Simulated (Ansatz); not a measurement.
**The cluster Ag₃S+: structure and electronic state**

What does the cluster Ag₃S+ look like as a singlet, and where do its frontier electrons sit?

Computed with Ansatz 0.2.0, Gaussian basis. Level: RKS PBE0-D4/def2-TZVP.

Plan: relaxation at B3LYP-D4/def2-SVP; a search for the lowest solution at PBE0-D4/def2-SVP; a single point at PBE0-D4/def2-TZVP; harmonic vibrations at B3LYP-D4/def2-SVP.

5 further runs of the same task are left out: 5 set aside as unsound or not needed.

**1. The system as given**

4 atoms, charge 1, spin multiplicity 1.

Atoms are counted from 1 here; the program's logs count them from 0.

Bond lengths: Ag1–S4 2.346 Å, Ag2–S4 2.343 Å, Ag3–S4 2.344 Å. Angles: Ag1–S4–Ag2 120.5°, Ag1–S4–Ag3 120.0°, Ag2–S4–Ag3 119.5°.

Ag takes a core potential in the def2 sets. No spin-orbit coupling is included. The ion is computed in the gas phase, without counter-ions or solvent.

The start is a GFN1-xTB geometry.

**2. Relaxation at B3LYP-D4/def2-SVP**

Input file in.yaml:

```yaml
crystal:
  periodic: [false, false, false]
  atoms:
    - {symbol: Ag, position_ang: [2.202230, -0.818280, -0.012580]}
    - {symbol: Ag, position_ang: [-1.812710, -1.481990, -0.091060]}
    - {symbol: Ag, position_ang: [-0.392290, 2.303520, 0.113530]}
    - {symbol: S, position_ang: [0.002770, -0.003250, -0.009890]}
basis:
  gaussian: {orbitals: def2-SVP}
total_charge: 1
hamiltonian: {xc: {name: B3LYP}, dispersion: d4}
scf: {lower_state_search: "off"}
output: {orbitals: {seedname: orbitals}}
relax: {f_tol: 0.02, max_steps: 100}
```

The run is started by

```
$ ansatz run in.yaml --threads 4 --pin off --events-out ev --progress --plain --max-ram 3916MiB
```

Further steps of the session: Searching for the lowest solution, PBE0-D4/def2-SVP; Single point, PBE0-D4/def2-TZVP; Harmonic vibrations.

Before running them: what should the planned runs give, taken together? Wanted: point group; commonest bond; HOMO, LUMO at PBE0-D4/def2-TZVP; lowest, highest wavenumber.

**Answer**, as computed:

```
                       quantity                           value
                    point group                             C3v
                 commonest bond  Ag–S, 3 of mean length 2.405 Å
HOMO, LUMO at PBE0-D4/def2-TZVP                -11.26, -6.86 eV
     lowest, highest wavenumber                    36, 291 cm⁻¹
```

In words: The molecule keeps its bonding pattern by the stored test; the atoms moved 0.55 Å (rms), and the angle Ag1–S4–Ag2 went from 120° to 98°. All wavenumbers are real: a minimum at this level. The HOMO lies nearest to S4 56 %; Ag1, Ag2, Ag3 about 15 % each and the LUMO to Ag1, Ag2, Ag3 about 27 % each; S4 19 %. Whether this spin is the lowest isn't tested here.
